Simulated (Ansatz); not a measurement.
**CH5NSi (SMILES C=[SiH]N): one structure at several levels**

Aim: energy, forces and dipole at a structure displaced at random from a GFN2-xTB minimum, from CCSD(T) and from density functionals.

The runs use Ansatz 0.2.0, Gaussian basis; single points in def2-TZVPP.

Cores are frozen in the correlated methods.

### Step 1. Starting geometry

8 atoms, charge 0, spin multiplicity 1.

Atoms are counted from 1 here; the program's logs count them from 0.

Bond lengths: C1–Si2 1.792 Å, C1–H4 1.021 Å, C1–H5 1.011 Å, Si2–N3 1.861 Å, Si2–H6 1.337 Å, N3–H7 1.055 Å, N3–H8 1.049 Å. Angles: Si2–C1–H4 122.7°, Si2–C1–H5 119.4°, H4–C1–H5 113.7°, C1–Si2–N3 116.9°, C1–Si2–H6 119.4°, N3–Si2–H6 123.6°, Si2–N3–H7 104.7°, Si2–N3–H8 126.8°, H7–N3–H8 128.2°.

Coordinates:

```xyz
8

C    -1.0954    0.8240   -0.7983
Si    0.3782    0.5390    0.1816
N     0.7326   -1.2201    0.6763
H    -1.6812    0.0632   -1.1467
H    -1.1781    1.6776   -1.3338
H     1.1045    1.5837    0.5923
H     1.5509   -1.1526    1.3384
H     0.1715   -2.0687    0.4223
```

### Step 2. CCSD(T)/def2-TZVPP

run/in.yaml

```yaml
crystal:
  periodic: [false, false, false]
  atoms:
    - {symbol: C, position_ang: [-1.095400, 0.824000, -0.798300]}
    - {symbol: Si, position_ang: [0.378200, 0.539000, 0.181600]}
    - {symbol: N, position_ang: [0.732600, -1.220100, 0.676300]}
    - {symbol: H, position_ang: [-1.681200, 0.063200, -1.146700]}
    - {symbol: H, position_ang: [-1.178100, 1.677600, -1.333800]}
    - {symbol: H, position_ang: [1.104500, 1.583700, 0.592300]}
    - {symbol: H, position_ang: [1.550900, -1.152600, 1.338400]}
    - {symbol: H, position_ang: [0.171500, -2.068700, 0.422300]}
basis:
  gaussian: {orbitals: def2-TZVPP}
correlation: {method: ccsd_t}
output: {forces: true}
```

No record of the launch command was kept for these runs.

### Step 3. PBE0-D4/def2-TZVPP

Edit run/in.yaml of step 2 so:

```diff
@@ -13,3 +13,3 @@
   gaussian: {orbitals: def2-TZVPP}
-correlation: {method: ccsd_t}
-output: {forces: true}
+hamiltonian: {xc: pbe0, dispersion: d4}
+output: {forces: true, orbitals: {seedname: orbitals}}
```

### Step 4. wB97M-V/def2-TZVPP

Edit run/in.yaml of step 3 so:

```diff
@@ -13,3 +13,3 @@
   gaussian: {orbitals: def2-TZVPP}
-hamiltonian: {xc: pbe0, dispersion: d4}
-output: {forces: true, orbitals: {seedname: orbitals}}
+hamiltonian: {xc: {name: wB97M-V}}
+output: {forces: true}
```

### Step 5. r2SCAN-D4/def2-TZVPP

Edit run/in.yaml of step 4 so:

```diff
@@ -13,3 +13,3 @@
   gaussian: {orbitals: def2-TZVPP}
-hamiltonian: {xc: {name: wB97M-V}}
+hamiltonian: {xc: r2scan, dispersion: d4}
 output: {forces: true}
```

### Step 6. PBE-D4/def2-TZVPP

Edit run/in.yaml of step 5 so:

```diff
@@ -13,3 +13,3 @@
   gaussian: {orbitals: def2-TZVPP}
-hamiltonian: {xc: r2scan, dispersion: d4}
+hamiltonian: {xc: pbe, dispersion: d4}
 output: {forces: true}
```

### Step 7. SPW92/def2-TZVPP

Edit run/in.yaml of step 6 so:

```diff
@@ -13,3 +13,3 @@
   gaussian: {orbitals: def2-TZVPP}
-hamiltonian: {xc: pbe, dispersion: d4}
+hamiltonian: {xc: lda}
 output: {forces: true}
```

### Step 8. LC-wPBE/def2-TZVPP

Edit run/in.yaml of step 7 so:

```diff
@@ -13,3 +13,3 @@
   gaussian: {orbitals: def2-TZVPP}
-hamiltonian: {xc: lda}
+hamiltonian: {xc: {name: LC-wPBE}}
 output: {forces: true}
```

(Steps that only read results are left out.)

Q: Predict the outcome of this session. Wanted: energy less free atoms, CCSD(T)/def2-TZVPP; RMS force component; RMS force error; HOMO and LUMO, PBE0-D4; T1 diagnostic.

**Answer**, as computed:

| quantity | value |
| --- | --- |
| energy less free atoms, CCSD(T)/def2-TZVPP | -2540.1 kJ/mol |
| RMS force component | 2.354 to 2.584 eV/Å over the methods |
| RMS force error | PBE0-D4 0.136, wB97M-V 0.179, r2SCAN-D4 0.086, PBE-D4 0.135, SPW92 0.238, LC-wPBE 0.300 eV/Å |
| HOMO and LUMO, PBE0-D4 | -5.56 and -0.71 eV |
| T1 diagnostic | 0.015 |

Against CCSD(T) the functionals' energies less atoms differ by -457.0 to -43.2 kJ/mol, PBE-D4 by -130.9 kJ/mol. A larger basis would deepen the CCSD(T) value, while the functionals are nearly converged already, so the order here is not reliable. For forces r2SCAN-D4 does best and LC-wPBE worst. The restricted Hartree–Fock reference is unstable towards an unrestricted one at one or more of these structures.
